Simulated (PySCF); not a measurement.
# Working out the ionisation energy of C

C [He] 2s2 2p2 (3P) → C⁺ [He] 2s2 2p1 (2P). Calculation: PySCF 2.14, in x2c-TZVPall; the spin-free X2C one-electron Hamiltonian (Gaussian nucleus). Frozen: 1s2. Energies in hartree (1 hartree = 27.21139 eV):

| part | C (lower) | C⁺ (upper) |
| --- | --- | --- |
| UHF | -37.707437 | -37.310662 |
| CCSD correlation | -0.086527 | -0.073872 |
| (T) | -0.002030 | -0.001135 |

Problem. What does Hartree-Fock give?

Solution. (-37.310662) − (-37.707437) = 0.396775 hartree = 10.797 eV.

Problem. What do CCSD and CCSD(T) give?

Solution. The CCSD correlation energies differ by 0.012655 hartree = 0.344 eV and the triples by 0.000895 hartree = 0.024 eV, so CCSD gives 11.141 eV and CCSD(T) 11.165 eV.

Measured between the centres of the two terms (NIST): 11.262 eV, so CCSD(T) (valence) is off by -0.097 eV.

What remains against the reference includes basis incompleteness, the frozen core and higher excitations.
